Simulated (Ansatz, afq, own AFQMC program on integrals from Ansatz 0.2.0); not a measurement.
# ZrS, triplet → ZrS⁺, doublet

```xyz
2

Zr    0.0000    0.0000    0.0000
S     0.0000    0.0000    2.1829
```

E(doublet, charge +1) − E(triplet, charge +0) at this geometry, on ROHF and ROHF determinants.

Basis def2-SVP with its core potentials. Noble-gas cores (and the filled d shells of Ga–Kr and In–Xe) are frozen. Integrals, coupled cluster, full CI and functionals: Ansatz 0.2.0; the random walks run on the same integrals in our own AFQMC program. The CISD trial takes its coefficients from CCSD amplitudes. Released means that phaseless walkers are propagated on without the constraint, phases kept. ± is one standard error of the sampling. No spin–orbit coupling. The metal's outer-core s and p shells are frozen, which shifts wave-function levels against functionals. The errors of all members are added in quadrature.

No full CI on the walks' own integrals is used here; CCSDT(Q) serves as the reference and is uncertain by about the last step of the cluster series. Each member takes its own surest rung, up to full CI.

Errors are counted within def2-SVP, not against nature.

Cautions: no spin-orbit coupling; outer-core shells of the metal frozen; ZrS (triplet): another spin lies lower, a spin-contaminated unrestricted determinant lies lower (UHF 127 meV lower, ⟨S²⟩ 2.05), raised T1 diagnostic (T1 0.043, weight of the determinant 0.86, largest double 0.07), (T) is large, 7 % of the CCSD correlation, CCSDT(Q) on the UHF determinant differs (91 meV lower), by its state or its frozen core; ZrS⁺ (doublet): a spin-contaminated unrestricted determinant lies lower (UHF 121 meV lower, ⟨S²⟩ 0.92), raised T1 diagnostic (T1 0.045, weight of the determinant 0.86, largest double 0.06), (T) is large, 8 % of the CCSD correlation, the released energies have errors that jump between times, so the bars are unsure, so no released level is given (meV from the phaseless value at times in 1/Eh: -4 ± 16 at 0.60, -97 ± 64 at 1.20, -45 ± 5 at 2.00, -40 ± 7 at 3.00, -54 ± 9 at 4.20), the ph-AFQMC/CISD walk drifts between its halves (2.2 errors), CCSDT(Q) on the UHF determinant differs (95 meV lower), by its state or its frozen core, its ph-AFQMC/CISD value lies 22 ± 4 meV above CCSDT(Q).

Reference (CCSDT(Q)): 148.8 kcal/mol.

```
        level  vertical ionization energy (kcal/mol)  error against CCSDT(Q) (kcal/mol)
           HF                                  150.2                                1.4
          MP2                                  146.2                               -2.6
         CCSD                                  150.1                                1.3
      CCSD(T)                                  148.5                               -0.3
        CCSDT                                  148.6                               -0.1
  ph-AFQMC/HF                            149.9 ± 0.8                          1.1 ± 0.8
ph-AFQMC/CISD                            149.1 ± 0.1                          0.3 ± 0.1
```

Correlation beyond CCSD(T) adds 0.3 kcal/mol. The perturbative (T) step is worth −1.6 kcal/mol.

A walk keeps the symmetry of its determinant, which the program's search chose and which needn't be the lowest solution, so a lower state of the same spin and another symmetry isn't excluded.
